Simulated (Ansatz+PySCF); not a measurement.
**singlet CS: levels of theory in one basis**

| atom | x (Å) | y (Å) | z (Å) |
| --- | --- | --- | --- |
| C | -0.0126 | 0.0195 | -1.1607 |
| S | -0.0179 | 0.0360 | 0.4485 |

Basis set: def2-SVP (spherical functions). Frozen core: 6 orbitals. Charge 0, multiplicity 1.

Computed with Ansatz (development build ahead of 0.2.0); each method stands on the lowest determinant of its kind that the runs found. NEVPT2 correlates all electrons. Active spaces start from the frontier orbitals, and the lowest solution found is given.

```json
{"method": "RHF", "E − E(RHF) (eV)": "0.00", "<S²> of the determinant": "0.00"}
{"method": "RHF-MP2", "E − E(RHF) (eV)": "-6.74", "<S²> of the determinant": "–"}
{"method": "UHF-CCSD", "E − E(RHF) (eV)": "-7.16", "<S²> of the determinant": "0.00"}
{"method": "CASSCF(10,8)", "E − E(RHF) (eV)": "-3.05", "<S²> of the determinant": "–"}
{"method": "SC-NEVPT2(10,8)", "E − E(RHF) (eV)": "-7.02", "<S²> of the determinant": "–"}
```

Q: What does RHF-CCSD(T) give on the same scale?

A: -7.60 eV.

Q: Is a single determinant a sound starting point here?

A: It is doubtful. Unrestricted orbitals gain 0.00 eV with <S²> 0.00 against 0.00 for a pure state, but the cluster amplitudes or the share of triples are large. The CASSCF(10,8) natural occupations are 2.00, 1.97, 1.96, 1.93, 1.93, 0.08, 0.08, 0.04.

Caution for RHF-MP2, UHF-CCSD, RHF-CCSD(T): large share of triples, a single reference is doubtful.
